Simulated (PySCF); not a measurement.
# Bond dissociation energies of diiodine

Molecule: `II` (I2). Coordinates in Å; atoms count from 1 in this order:
```
I     1.3434   -0.0253    0.0180
I    -1.3380    0.0278   -0.0463
```

Level of theory: M06-2X/def2-TZVP single points in PySCF, grid level 3; every species was optimised with PBE0-D3(BJ)/def2-SVP. Thermal corrections: PBE0-D3(BJ)/def2-SVP frequencies, unscaled, ideal gas at 298.15 K and 1 bar, quasi-RRHO entropy.

```tsv
bond	r / Å	radicals	BDE(298 K) / eV	BDFE / eV	D₀ / eV	Dₑ / eV
I1–I2	2.683	I• + I•	1.47	1.14	1.45	1.46
```

Homolysis to relaxed radicals in the gas phase.

Against the Active Thermochemical Tables (version 1.112): I1–I2 151 (computed 142, error -9) kJ/mol.

Known limits: spin-orbit coupling is left out of the energies, which matters for open shells on the heavier atoms; atoms past Kr carry effective core potentials.

Structures, frequencies and single points took 23 s of wall time on 1 thread of Arm Neoverse V1 (shared host), launched as `OMP_NUM_THREADS=1 python redox_run.py task.json out`.
